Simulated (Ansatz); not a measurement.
Input file:

```yaml
crystal:
  periodic: [false, false, false]
  atoms:
    - {symbol: Ga, position_ang: [0.000000, -0.114925, 1.447940]}
    - {symbol: Ga, position_ang: [0.000000, 0.188930, -0.883077]}
    - {symbol: O, position_ang: [0.000000, -0.378661, -2.628750]}
    - {symbol: H, position_ang: [0.000000, 0.891466, 2.653442]}
basis:
  gaussian: {orbitals: STO-3G}
magnetization: {spin_polarized: false, initial_magnetization: 3}
correlation: {active_space: {window: {electrons: 5, orbitals: 6}, states: [{multiplicity: 4, weights: [0.5, 0.5, 0.5]}, {multiplicity: 6, weights: [1]}]}}
accuracy: high
scf: {lower_state_search: full}
```

```sh
$ ansatz run in.yaml --threads 1 --pin off --events-out ev --progress --plain --max-ram 2393MiB
```

The program prints:

```
593 factors; integrals over basis functions are off by at most 3.1e-8 eV
mean field evaluation 1: about -105457.8262 eV, gradient 5.2e1 eV
mean field evaluation 2: about -105457.8885 eV, gradient 5.2e1 eV
mean field evaluation 4: about -105458.2764 eV, gradient 5.0e1 eV
mean field evaluation 8: about -105471.1612 eV, gradient 2.8e1 eV
mean field evaluation 16: about -105476.9634 eV, gradient 2.5e-2 eV
mean field evaluation 32: about -105476.9681 eV, gradient 1.7e-2 eV
mean field evaluation 64: about -105477.2108 eV, gradient 3.3e-5 eV
mean field evaluation 96: about -105478.0248 eV, gradient 8.4e0 eV
mean field evaluation 128: about -105476.5032 eV, gradient 4.1e-2 eV
mean field evaluation 160: about -105479.7685 eV, gradient 4.7e-8 eV
mean field evaluation 192: about -105480.2816 eV, gradient 5.4e-2 eV
mean field evaluation 224: about -105480.2886 eV, gradient 8.6e-3 eV
mean field evaluation 256: about -105476.9351 eV, gradient 2.6e-1 eV
mean field evaluation 288: about -105480.2884 eV, gradient 2.2e-2 eV
mean field evaluation 320: about -105479.7389 eV, gradient 7.2e-4 eV
mean field evaluation 352: about -105478.0023 eV, gradient 6.5e-1 eV
mean field evaluation 384: about -105476.3071 eV, gradient 1.8e1 eV
mean field evaluation 416: about -105470.6315 eV, gradient 2.7e1 eV
mean field evaluation 448: about -105387.8953 eV, gradient 1.3e2 eV
mean field evaluation 480: about -105412.2225 eV, gradient 1.9e2 eV
mean field evaluation 512: about -105480.2885 eV, gradient 2.4e-2 eV
mean field evaluation 544: about -105471.0262 eV, gradient 1.1e1 eV
mean field evaluation 576: about -105473.7850 eV, gradient 8.6e0 eV
mean field evaluation 608: about -105477.7443 eV, gradient 3.8e-1 eV
mean field -105480.28864251 eV, -3876.3291105046 hartree, gradient 3.5e-8 eV, S^2 3.750000; 31 other end points of the search recorded, 0 dependent functions left out
reference -105480.28864251 eV, -3876.3291105046 hartree; 37, 34 occupied and 5, 8 virtual orbitals, 593 factors
state -105480.45113973 eV, -3876.3350821676 hartree
state -105480.17610743 eV, -3876.3249749170 hartree
state -105479.52973240 eV, -3876.3012210724 hartree
state -105479.60128544 eV, -3876.3038505983 hartree
the orbitals are reached from a further start. From the first start the search ends at -105479.78821999 eV, -3876.3107203164 hartree
Total energy: -105479.87191009 eV, -3876.3137958707 hartree
```

Natural occupations, averaged over the states: 1.1622 1.0782 1.0013 1.0000 0.7234 0.0348.

The total printed last is the weighted mean of the 4 states, 0.579 eV above the lowest of them, and is no single state's energy.

Ran on 1 thread of Arm Neoverse V1, shared host: 1.9 min wall, 0.23 GiB peak host memory.
